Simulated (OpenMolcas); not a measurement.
# C2H2N (SMILES [CH2]C#N): a first try and a second

Aim: a single-point energy of C2H2N at ROCCSD(T)/cc-pV(D+d)Z (cc shift 0.1).

Program for the calculation: OpenMolcas 26.06.

## Step 1: The structure to begin with

C2H2N: 5 atoms, total charge 0, spin state doublet. SMILES: `[CH2]C#N`. Geometry: relaxed at PBE0-D4/def2-TZVP.

Bond lengths: C1–C2 1.376 Å, C2–N3 1.165 Å, C1–H4 1.081 Å, C1–H5 1.081 Å. Angles: C1–C2–N3 180.0°, C2–C1–H4 120.0°, C2–C1–H5 120.0°, H4–C1–H5 119.9°.

## Step 2: The input as first written

The input, mol.input:

```
* C2H2N CCSD(T)
>>> EXPORT MOLCAS_PRINT=2
&GATEWAY
BASLIB
$CurrDir
COORD
4
angstrom
C       -0.303900       0.342000      -0.317400
C        0.458100      -0.524000       0.433100
N        1.103000      -1.256900       1.068300
H       -1.157100      -0.027100      -0.869600
H       -0.050200       1.392300      -0.355600
BASIS
cc-pVDpdZ
GROUP
NoSym
&SEWARD
&SCF
UHF
SPIN
2
PRORBITALS
1 1
&RASSCF
FILEORB
$Project.UnaOrb
SPIN
2
NACTEL
1 0 0
INACTIVE
10
RAS2
1
OUTORBITALS
Canonical
ORBLISTING
NoCore
&MOTRA
JOBIPH
FROZEN
3
&CCSDT
CCT
TRIPLES
3
ITERATIONS
50
EXTRAPOLATION
5 4
```

The run is started by

```
$ export MOLCAS_MEM=1860
$ pymolcas mol.input > mol.log
```

Log:

```text
--- Start Module: gateway ---

                                              &GATEWAY

                       available to each process: 1.9 GB of memory, 1 thread

 ###############################################################################
 ###    ERROR: H       -0.050200       1.392300      -0.355600               ###
 ###    is not a keyword!, Error in keyword.                                 ###
 ###############################################################################
 ###############################################################################
--- Stop Module: gateway /rc=_RC_INPUT_ERROR_ ---

.####################.
.# User input error #.
.####################.

    Timing: Wall=0.03 User=0.01 System=0.01
```

It took 0.2 s on 1 thread of Arm Neoverse V1, shared host.

## Step 3: What went wrong

The input was rejected.

The log says `is not a keyword!, Error in keyword.`. Cause: an atom count or index doesn't match the structure.

## Step 4: Try two

The input, mol.input:

```
* C2H2N CCSD(T)
&GATEWAY
BASLIB=$CurrDir
COORD
5
angstrom
C       -0.303900       0.342000      -0.317400
C        0.458100      -0.524000       0.433100
N        1.103000      -1.256900       1.068300
H       -1.157100      -0.027100      -0.869600
H       -0.050200       1.392300      -0.355600
BASIS=cc-pVDpdZ
GROUP=NoSym
&SEWARD
&SCF
UHF
SPIN=2
PRORBITALS=0
&RASSCF
FILEORB=$Project.UnaOrb
SPIN=2
NACTEL=1 0 0
INACTIVE=10
RAS2=1
OUTORBITALS=Canonical
ORBLISTING=NoCore
&MOTRA
JOBIPH
FROZEN=3
&CCSDT
CCT
TRIPLES=3
ITERATIONS=50
SHIFT=0.1 0.1
EXTRAPOLATION=5 4
```

The basis set cc-pV(D+d)Z is read from a file made from the Basis Set Exchange's data (not shown).

The run is started by

```
$ export MOLCAS_MEM=1860
$ pymolcas mol.input > mol.log
```

Log:

```text
--- Start Module: gateway ---
[...]
--- Stop Module: gateway /rc=_RC_ALL_IS_WELL_ ---
[...]
      Basis functions           52
[...]
       Convergence after  18 Iterations
[...]
::    Total SCF energy                               -131.3179866207
[...]
      Total spin, S                                     0.5876012498
[...]
      Number of active orbitals                  1
[...]
      Spin quantum number                      0.5
[...]
      Active orbitals                            1
[...]
      Number of CSFs                             1
[...]
      Number of root(s) required                 1
[...]
      Convergence after 15 iterations
[...]
      printout of CI-coefficients larger than  0.05 for root  1
      energy=    -131.302990
      conf/sym  1     Coeff  Weight
             1  u   1.00000 1.00000
      Natural orbitals and occupation numbers for root  1
      sym 1:   1.000000
      ************************************************************************************************************************
      *                                                    Final results                                                     *
[...]
::    RASSCF root number  1 Total energy:   -131.30299012
[...]
      Total electronic charge=   21.000000
      Total            charge=   -0.000000
[...]
      Dipole Moment (debye):
      Origin of the operator (angstrom)=    0.4018   -0.4600    0.3777
                   X= -2.0956E+00               Y=  2.3816E+00               Z= -2.0640E+00           Total=  3.7846E+00
      Quadrupole Moment (debye*angstrom):
[...]
--- Start Module: motra ---
[...]
      *** WARNING: Default frozen orbitals is overwritten by user input.
      *** Default values:   3
[...]
--- Stop Module: motra /rc=_RC_ALL_IS_WELL_ ---
--- Start Module: ccsdt ---
[...]
      Convergence after                    16  Iterations
      Total energy (diff) :    -131.72353145       0.00000007
[...]
 METHOD                       : CCSD+T(CCSD)+<T3(1)WT1>+<T3(1)UT2> = CCSD(T)
[...]
       CCSD     =      -131.7235314464545
[...]
--- Stop Module: ccsdt /rc=_RC_ALL_IS_WELL_ ---
[...]
```

Wall time 7.5 s (1 thread of Arm Neoverse V1, shared host); peak memory 0.38 GiB.

## Step 5: What came out

At ROCCSD(T)/cc-pV(D+d)Z (cc shift 0.1):

| quantity | value |
| --- | --- |
| total energy | -131.73987 Eh |
| (T) correction | -16.34 mEh |
